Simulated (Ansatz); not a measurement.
**C5H10: small, medium and large basis sets**

An exercise on one series of results from a longer session: the logs are not shown, and one member is left open.

Computed with Ansatz 0.2.0, Gaussian basis. Level: one geometry, several basis sets.

Levels to be run: PBE0-D4/def2-SVP; ωB97M-V/def2-SVP; PBE0-D4/def2-QZVPP; ωB97M-V/def2-QZVPP; the functionals' def2-TZVPP values are taken from earlier runs.

## The geometry

An earlier PBE0-D4 in a triple-zeta def2 set relaxation fixed the geometry.

SMILES `C/C=C/CC`, 15 atoms, charge 0, spin multiplicity 1.

Atoms are counted from 1 here; the program's logs count them from 0.

Bond lengths: C1–C2 1.490 Å, C1–H6 1.092 Å, C1–H7 1.095 Å, C1–H8 1.095 Å, C2–C3 1.327 Å, C2–H9 1.090 Å, C3–C4 1.492 Å, C3–H10 1.091 Å, C4–C5 1.525 Å, C4–H11 1.097 Å, C4–H12 1.094 Å, C5–H13 1.093 Å, C5–H14 1.093 Å, C5–H15 1.093 Å. Angles: C2–C1–H6 111.4°, C2–C1–H7 111.2°, C2–C1–H8 111.2°, H6–C1–H7 108.1°, H6–C1–H8 108.1°, H7–C1–H8 106.6°, C1–C2–C3 125.2°, C1–C2–H9 116.4°, C3–C2–H9 118.3°, C2–C3–C4 125.3°, C2–C3–H10 118.6°, C4–C3–H10 116.1°, C3–C4–C5 112.6°, C3–C4–H11 109.3°, C3–C4–H12 109.4°, C5–C4–H11 108.8°, C5–C4–H12 110.0°, H11–C4–H12 106.5° and more.

Set-up of the first run:

in.yaml reads:

```yaml
crystal:
  periodic: [false, false, false]
  atoms:
    - {symbol: C, position_ang: [-0.861416, -2.126382, 1.144981]}
    - {symbol: C, position_ang: [0.070618, -1.198869, 0.444296]}
    - {symbol: C, position_ang: [-0.295721, -0.153685, -0.287239]}
    - {symbol: C, position_ang: [0.637256, 0.782145, -0.980783]}
    - {symbol: C, position_ang: [0.497948, 2.218915, -0.490206]}
    - {symbol: H, position_ang: [-1.902548, -1.834066, 0.993744]}
    - {symbol: H, position_ang: [-0.666031, -2.146151, 2.222012]}
    - {symbol: H, position_ang: [-0.741275, -3.154162, 0.787091]}
    - {symbol: H, position_ang: [1.134776, -1.410626, 0.547451]}
    - {symbol: H, position_ang: [-1.359566, 0.064704, -0.390101]}
    - {symbol: H, position_ang: [0.441519, 0.756074, -2.060026]}
    - {symbol: H, position_ang: [1.666905, 0.437428, -0.843575]}
    - {symbol: H, position_ang: [-0.523829, 2.583420, -0.626705]}
    - {symbol: H, position_ang: [1.166407, 2.889953, -1.034761]}
    - {symbol: H, position_ang: [0.734966, 2.291312, 0.573818]}
basis:
  gaussian: {orbitals: def2-SVP}
hamiltonian: {xc: pbe0, dispersion: d4}
output: {orbitals: {seedname: orbitals}}
```

Command:

```sh
$ ansatz run in.yaml --threads 4 --pin off --events-out ev --progress --plain --max-ram 10444MiB
```

Among the steps run: PBE0-D4 in def2-SVP; ωB97M-V in def2-SVP; PBE0-D4 in def2-QZVPP; ωB97M-V in def2-QZVPP.

One of the session's tables, all rows but one given; the rest of the session is left out.

It belongs to the step «Functionals by basis». 

| functional | basis | HOMO (eV) | LUMO (eV) |
| --- | --- | --- | --- |
| PBE0-D4 | def2-SVP | ? | ? |
| PBE0-D4 | def2-TZVPP | -6.91 | 0.65 |
| PBE0-D4 | def2-QZVPP | -6.92 | 0.54 |
| ωB97M-V | def2-SVP | -9.10 | 3.01 |
| ωB97M-V | def2-TZVPP | -9.15 | 2.64 |
| ωB97M-V | def2-QZVPP | -9.15 | 2.06 |

Estimate the missing values for PBE0-D4, def2-SVP.

The run gave: HOMO (eV): -6.87; LUMO (eV): 0.87. In the column «HOMO (eV)» it is the highest.
